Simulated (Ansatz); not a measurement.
`C[B][SiH3]` radical. Total charge 0; spin multiplicity 2.

```xyz
9

C     0.193    1.511   -0.747
B     0.568    0.122   -0.225
Si   -0.157   -1.488    0.669
H    -0.824    1.591   -1.147
H     0.902    1.955   -1.451
H     0.213    2.145    0.156
H     0.216   -2.672   -0.156
H    -1.632   -1.556    0.910
H     0.521   -1.607    1.991
```

Question: Give the diagnostics of a CCSD(T)/def2-TZVPP run (frozen core, the Gaussian-basis code of Ansatz). (Estimate.)

Answer: The calculation gave: T1 = 0.0140, largest single amplitude 0.021, largest double 0.027, (T) share of the correlation energy 3.4 %, 13 CCSD cycles. ⟨S²⟩ of the UHF reference is 0.759 against 0.75 for a pure state. T1 lies under the customary mark of 0.045 for open shells.
